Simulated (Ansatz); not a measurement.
`B1[SiH2]S1`, relaxed with RKS PBE-D4/def2-SVP in Ansatz 0.2.0 from a rough embedded geometry. The force threshold is 0.03 eV/Å; the program also tests the step.

Charge 0, multiplicity 1.

Start:

```xyz
6

B    -1.137   -0.431   -0.125
Si    0.656    0.411    0.154
S     0.120   -1.344    0.916
H    -1.858   -0.476   -1.036
H     1.552    0.305   -1.024
H     0.667    1.535    1.115
```

(1) How much energy does the relaxation release, and in how many steps? (Estimate.)

(2) Which bonds change most? (An estimate is asked.)

(3) Give the relaxed structure. (An estimate is asked.)

Answers

(1) Computed: 25.83 kcal/mol, in 5 steps.

(2) Computed: Si2–S3 from 1.987 to 2.224 Å; B1–S3 from 1.871 to 1.775 Å; B1–Si2 from 2.000 to 1.950 Å; B1–H4 from 1.163 to 1.206 Å.

(3) The calculation gave: 
```xyz
6

B    -1.038   -0.464   -0.297
Si    0.610    0.529    0.019
S    -0.064   -1.428    0.832
H    -2.121   -0.628   -0.800
H     1.835    0.420   -0.841
H     0.778    1.570    1.087
```
